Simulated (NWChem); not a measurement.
The numbers come from NWChem runs, not from measurements. System: C2H7N, charge 0, spin multiplicity 1, displaced from the optimised geometry.

The NWChem input:

```
start mol
memory heap 200 mb stack 900 mb global 1100 mb
geometry units angstroms nocenter noautoz noautosym
  C      1.214747     0.454117     0.014279
  C      0.040259    -0.561964    -0.100386
  N     -1.275119     0.136720    -0.005818
  H      2.216267    -0.055123    -0.114735
  H      1.114951     1.264434    -0.768100
  H      1.220188     0.958682     1.029261
  H      0.196735    -1.393574     0.670954
  H      0.089595    -1.072561    -1.112544
  H     -2.056661    -0.555724    -0.103478
  H     -1.385281     0.543902     0.956007
end
basis spherical
  * library def2-tzvp
end
dft
  xc b3lyp
  semidirect memsize 60000000 filesize 0
  iterations 100
  convergence nodiis damp 40
end
task dft gradient
```

The output up to the point where the run's verdict is printed (cleaned and shortened):

```
             Northwest Computational Chemistry Package (NWChem) 7.3.0
             --------------------------------------------------------

                                NWChem Input Module
                                -------------------

 Scaling coordinates for geometry "geometry" by  1.889725989
 (inverse scale =  0.529177249)

                             Geometry "geometry" -> ""
                             -------------------------

 Output coordinates in angstroms (scale by  1.889725989 to convert to a.u.)

  No.       Tag          Charge          X              Y              Z
 ---- ---------------- ---------- -------------- -------------- --------------
    1 C                    6.0000     1.21474700     0.45411700     0.01427900
    2 C                    6.0000     0.04025900    -0.56196400    -0.10038600
    3 N                    7.0000    -1.27511900     0.13672000    -0.00581800
    4 H                    1.0000     2.21626700    -0.05512300    -0.11473500
    5 H                    1.0000     1.11495100     1.26443400    -0.76810000
    6 H                    1.0000     1.22018800     0.95868200     1.02926100
    7 H                    1.0000     0.19673500    -1.39357400     0.67095400
    8 H                    1.0000     0.08959500    -1.07256100    -1.11254400
    9 H                    1.0000    -2.05666100    -0.55572400    -0.10347800
   10 H                    1.0000    -1.38528100     0.54390200     0.95600700

 Effective nuclear repulsion energy (a.u.)      80.7626319980

            Nuclear Dipole moment (a.u.)
            ----------------------------
        X                 Y               Z
 ---------------- ---------------- ----------------
    -0.0000056692    -0.0000113384    -0.0000056692


 Summary of "ao basis" -> "" (spherical)
 ------------------------------------------------------------------------------
       Tag                 Description            Shells   Functions and Types
 ---------------- ------------------------------  ------  ---------------------
 *                         def2-tzvp                  on all atoms
[...]
 d= 0,ls=0.0         52    -82.9492059465  3.52D+00  8.59D-02              39.7
 d= 0,ls=0.0         53    -86.4721742336 -3.52D+00  8.59D-02              40.4
 d= 0,ls=0.0         54    -82.9492047586  3.52D+00  8.59D-02              41.1
 d= 0,ls=0.0         55    -86.4721759795 -3.52D+00  8.59D-02              41.9
 d= 0,ls=0.0         56    -82.9492041640  3.52D+00  8.59D-02              42.6
 d= 0,ls=0.0         57    -86.4721768534 -3.52D+00  8.59D-02              43.3
 d= 0,ls=0.0         58    -82.9492038663  3.52D+00  8.59D-02              44.1
 d= 0,ls=0.0         59    -86.4721772908 -3.52D+00  8.59D-02              44.8
 d= 0,ls=0.0         60    -82.9492037174  3.52D+00  8.59D-02              45.5
 d= 0,ls=0.0         61    -86.4721775098 -3.52D+00  8.59D-02              46.3
 d= 0,ls=0.0         62    -82.9492036428  3.52D+00  8.59D-02              47.0
 d= 0,ls=0.0         63    -86.4721776194 -3.52D+00  8.59D-02              47.7
 d= 0,ls=0.0         64    -82.9492036055  3.52D+00  8.59D-02              48.5
 d= 0,ls=0.0         65    -86.4721776743 -3.52D+00  8.59D-02              49.2
 d= 0,ls=0.0         66    -82.9492035868  3.52D+00  8.59D-02              50.0
 d= 0,ls=0.0         67    -86.4721777018 -3.52D+00  8.59D-02              50.7
 d= 0,ls=0.0         68    -82.9492035774  3.52D+00  8.59D-02              51.4
 d= 0,ls=0.0         69    -86.4721777155 -3.52D+00  8.59D-02              52.2
 d= 0,ls=0.0         70    -82.9492035727  3.52D+00  8.59D-02              53.0
 d= 0,ls=0.0         71    -86.4721777224 -3.52D+00  8.59D-02              53.7
 d= 0,ls=0.0         72    -82.9492035704  3.52D+00  8.59D-02              54.5
 d= 0,ls=0.0         73    -86.4721777258 -3.52D+00  8.59D-02              55.3
 d= 0,ls=0.0         74    -82.9492035692  3.52D+00  8.59D-02              56.0
 d= 0,ls=0.0         75    -86.4721777276 -3.52D+00  8.59D-02              56.8
 d= 0,ls=0.0         76    -82.9492035686  3.52D+00  8.59D-02              57.5
 d= 0,ls=0.0         77    -86.4721777284 -3.52D+00  8.59D-02              58.3
 d= 0,ls=0.0         78    -82.9492035683  3.52D+00  8.59D-02              59.0
 d= 0,ls=0.0         79    -86.4721777288 -3.52D+00  8.59D-02              59.8
 d= 0,ls=0.0         80    -82.9492035682  3.52D+00  8.59D-02              60.6
 d= 0,ls=0.0         81    -86.4721777291 -3.52D+00  8.59D-02              61.3
 d= 0,ls=0.0         82    -82.9492035681  3.52D+00  8.59D-02              62.1
 d= 0,ls=0.0         83    -86.4721777292 -3.52D+00  8.59D-02              62.8
 d= 0,ls=0.0         84    -82.9492035681  3.52D+00  8.59D-02              63.6
 d= 0,ls=0.0         85    -86.4721777292 -3.52D+00  8.59D-02              64.3
 d= 0,ls=0.0         86    -82.9492035681  3.52D+00  8.59D-02              65.1
 d= 0,ls=0.0         87    -86.4721777293 -3.52D+00  8.59D-02              65.9
 d= 0,ls=0.0         88    -82.9492035680  3.52D+00  8.59D-02              66.6
 d= 0,ls=0.0         89    -86.4721777293 -3.52D+00  8.59D-02              67.4
 d= 0,ls=0.0         90    -82.9492035681  3.52D+00  8.59D-02              68.2
 d= 0,ls=0.0         91    -86.4721777293 -3.52D+00  8.59D-02              68.9
 d= 0,ls=0.0         92    -82.9492035680  3.52D+00  8.59D-02              69.7
 d= 0,ls=0.0         93    -86.4721777293 -3.52D+00  8.59D-02              70.4
 d= 0,ls=0.0         94    -82.9492035680  3.52D+00  8.59D-02              71.2
 d= 0,ls=0.0         95    -86.4721777293 -3.52D+00  8.59D-02              72.0
 d= 0,ls=0.0         96    -82.9492035680  3.52D+00  8.59D-02              72.7
 d= 0,ls=0.0         97    -86.4721777293 -3.52D+00  8.59D-02              73.5
 d= 0,ls=0.0         98    -82.9492035680  3.52D+00  8.59D-02              74.2
 d= 0,ls=0.0         99    -86.4721777293 -3.52D+00  8.59D-02              75.0
 d= 0,ls=0.0        100    -82.9492035680  3.52D+00  8.59D-02              75.7
```

The run did not converge; its last values are not results. The next line reads: Calculation failed to converge. NWChem stopped with the message: dft gradient failed.
